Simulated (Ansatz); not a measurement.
A made-up structure of CH5SSi (charge -1), singlet:

```xyz
8
angstrom
C -0.9364 0.7004 -1.4903
S -0.8682 -0.9082 -0.7404
Si 0.4791 -0.6368 0.8772
H 0.0523 1.0005 -1.8564
H -1.3250 1.4424 -0.7832
H 0.0055 0.4187 1.8340
H -1.7942 0.4915 -2.0769
H 1.8274 -0.1656 0.4146
```

It is relaxed with PBE-D4/def2-SVPD and then PBE0-D4/def2-TZVPD (Ansatz 0.2.0). Atoms count as bonded within 1.22 times the sum of their covalent radii (H–H: 0.88 Å). The end point is not checked to be a true minimum.

Does its bonding change? (A judgement: the text doesn't fix the answer.)

The calculation gives: No: no bond forms or breaks.

Where it ends: The first stage lowers the energy by 0.95 eV in 7 steps. It ends as CH₅SSi ([CH3][S][SiH2]), total charge -1:
```json
{"atom": "C1", "x (Å)": "-0.9601", "y (Å)": "0.6597", "z (Å)": "-1.4017"}
{"atom": "S2", "x (Å)": "-0.8806", "y (Å)": "-0.9885", "z (Å)": "-0.6500"}
{"atom": "Si3", "x (Å)": "0.5703", "y (Å)": "-0.7890", "z (Å)": "1.0347"}
{"atom": "H4", "x (Å)": "0.0283", "y (Å)": "0.9583", "z (Å)": "-1.7598"}
{"atom": "H5", "x (Å)": "-1.2948", "y (Å)": "1.3935", "z (Å)": "-0.6642"}
{"atom": "H6", "x (Å)": "-0.0245", "y (Å)": "0.5058", "z (Å)": "1.6251"}
{"atom": "H7", "x (Å)": "-1.6610", "y (Å)": "0.6493", "z (Å)": "-2.2441"}
{"atom": "H8", "x (Å)": "1.6629", "y (Å)": "-0.0463", "z (Å)": "0.2385"}
```

Labels in which every atom is bracketed show which atoms are joined, not bond orders.

For scale, one of the runs: PBE0-D4/def2-TZVPD relaxation, 171 basis functions, launched by `ansatz run in.yaml --threads 2 --pin off --events-out ev --progress --plain --max-ram 4352MiB`. Hardware: 2 CPU threads of an Arm Neoverse V1, shared host. Wall time about 31 s.
